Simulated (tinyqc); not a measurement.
Extended Hueckel theory, for N2, step by step. One step of it, computed by the program tinyqc.

Question. Mulliken analysis. P = C n C^T; charge = valence electrons (N 5) minus the sum of (P S)_ii on the atom; overlap population = 2 sum P_ij S_ij between two atoms.

coefficients:
```
              MO1        MO2        MO3       MO4        MO5        MO6        MO7        MO8
1N 2s    0.558608  -0.458567   0.000000  0.000000  -0.249098   0.000000   0.000000   1.609611
1N 2px   0.000000   0.000000   0.590635  0.160695   0.000000   0.436223   0.749015   0.000000
1N 2py   0.000000   0.000000  -0.160695  0.590635   0.000000   0.749015  -0.436223   0.000000
1N 2pz   0.049787   0.503269   0.000000  0.000000   0.658835   0.000000   0.000000   1.301461
2N 2s    0.558608   0.458567   0.000000  0.000000  -0.249098   0.000000   0.000000  -1.609611
2N 2px   0.000000   0.000000   0.590635  0.160695   0.000000  -0.436223  -0.749015   0.000000
2N 2py   0.000000   0.000000  -0.160695  0.590635   0.000000  -0.749015   0.436223   0.000000
2N 2pz  -0.049787   0.503269   0.000000  0.000000  -0.658835   0.000000   0.000000   1.301461
```

occupations: 2.000000  2.000000  2.000000  2.000000  2.000000  0.000000  0.000000  0.000000

overlap S, lower triangle:
```
            1N 2s    1N 2px    1N 2py     1N 2pz     2N 2s    2N 2px    2N 2py    2N 2pz
1N 2s    1.000000
1N 2px   0.000000  1.000000
1N 2py   0.000000  0.000000  1.000000
1N 2pz   0.000000  0.000000  0.000000   1.000000
2N 2s    0.508138  0.000000  0.000000   0.470891  1.000000
2N 2px   0.000000  0.334499  0.000000   0.000000  0.000000  1.000000
2N 2py   0.000000  0.000000  0.334499   0.000000  0.000000  0.000000  1.000000
2N 2pz  -0.470891  0.000000  0.000000  -0.292392  0.000000  0.000000  0.000000  1.000000
```

Give: charges; Overlap populations.

Answer.

charges: 1N 0.000, 2N 0.000

Overlap populations:
```
pair     value
2-1   1.905827
```
